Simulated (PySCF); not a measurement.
Compound: SF₄.
SMILES: `FS(F)(F)F`

The closed-shell ground state was solved at several levels (PySCF, density fitting, gas phase, non-relativistic). Geometry: PBE0-D3(BJ)/def2-SVP; no solvent, vibrations or thermal averaging.

| level | basis functions | HOMO (eV) | LUMO (eV) | gap (eV) | dipole (D) |
| --- | --- | --- | --- | --- | --- |
| B3LYP/def2-SVPD | 119 | -10.02 | -2.78 | 7.24 | 0.87 |
| PBE/def2-SVPD | 119 | -8.58 | -3.45 | 5.13 | 0.73 |
| wB97X-D/def2-SVPD | 119 | -12.16 | -0.64 | 11.52 | 0.84 |
| PBE0/def2-TZVP | 161 | -9.97 | -2.25 | 7.72 | 0.78 |
| PBE0/def2-SVP | 74 | -9.78 | -2.04 | 7.74 | 0.97 |
| LDA/def2-SVPD | 119 | -8.79 | -3.70 | 5.09 | 0.77 |
| PBE0/6-31G* | 74 | -9.51 | -1.77 | 7.74 | 0.79 |
| LC-wPBE/def2-SVPD | 119 | -12.94 | -0.04 | 12.90 | 0.83 |

**Question.** What might HF/def2-SVPD (119 basis functions) give for the same quantities?

**Answer.** HOMO -14.22 eV, LUMO 1.21 eV, gap 15.43 eV, dipole 1.03 D.

**Question.** Over all these levels, which gives the widest orbital gap and which the narrowest?

**Answer.** HF/def2-SVPD (Hartree–Fock, all exact exchange) has the widest, 15.43 eV, and LDA/def2-SVPD (LDA) the narrowest, 5.09 eV. The two share the basis. From the narrowest to the widest the HOMO moves by -5.43 eV and the LUMO by +4.91 eV.

**Question.** How much does the basis alone move the frontier levels among the 3 PBE0 rows?

**Answer.** The HOMO by 0.46 eV and the LUMO by 0.48 eV. By rising basis size (HOMO, LUMO in eV): def2-SVP -9.78, -2.04; 6-31G* -9.51, -1.77; def2-TZVP -9.97, -2.25.

**Question.** In the def2-SVPD basis, how does the gap go with the fixed share of exact exchange?

**Answer.** LDA (0 %) 5.09 eV; PBE (0 %) 5.13 eV; B3LYP (20 %) 7.24 eV; HF (100 %) 15.43 eV. Each rise in the share widens the gap here.

**Question.** How far do the dipole and the HOMO energy spread over the levels?

**Answer.** The dipole runs from 0.73 to 1.03 D (mean 0.85 D) and the HOMO from -14.22 to -8.58 eV.
